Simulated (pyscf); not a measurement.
**Routes from HO–AsH₂ + water (H₂O)**

Candidate steps break at most two bonds and form at most two. Each was searched with GFN2-xTB (tblite) first. Optimised with ωB97X-D3(BJ)/def2-SVP in PySCF. Energies: ωB97M-D3(BJ)/def2-TZVP, eV, from the separated reactants, singlet surface; ΔG‡ with ideal gas, 1 atm, RRHO with modes under 100 cm⁻¹ raised to 100, one conformer, R ln 2 for chiral ones without a mode under 150 cm⁻¹.

```
products                                                             type   ΔE‡    ΔE  ΔG‡ 298 K  ΔG‡ 900 K  ν‡ (cm⁻¹)
--------------  ---------------------------------------------------------  ----  ----  ---------  ---------  ---------
HO–AsH₂ + H₂O   four-centre exchange (As–O, H–O broken, As–O, H–O formed)  1.33  0.00       1.74       2.65       801i
HO–AsH₂ + H₂O     four-centre exchange (H–O, H–O broken, H–O, H–O formed)  1.72  0.00       2.04       2.90      2187i
HO–AsH–OH + H₂                                       four-centre exchange  2.13  0.00       2.52       3.47       987i
```

Row 1: On the reactant side the descent ends in a complex, 0.21 eV under the separated species and 1.55 eV under the saddle at ωB97X-D3(BJ)/def2-TZVP. On the product side the descent ends in a complex, 0.24 eV under the separated species and 1.58 eV under the saddle at ωB97X-D3(BJ)/def2-TZVP. Row 2: On the reactant side the descent ends in a complex, 0.26 eV under the separated species and 2.01 eV under the saddle at ωB97X-D3(BJ)/def2-TZVP. On the product side the descent ends in a complex, 0.26 eV under the separated species and 2.01 eV under the saddle at ωB97X-D3(BJ)/def2-TZVP. 

Plain bond fissions and candidates not yet searched are not listed, and one of them may be faster. Each barrier is that of the saddle found; lower ones may exist. Elements up to Kr have no core potential and no relativistic terms here.
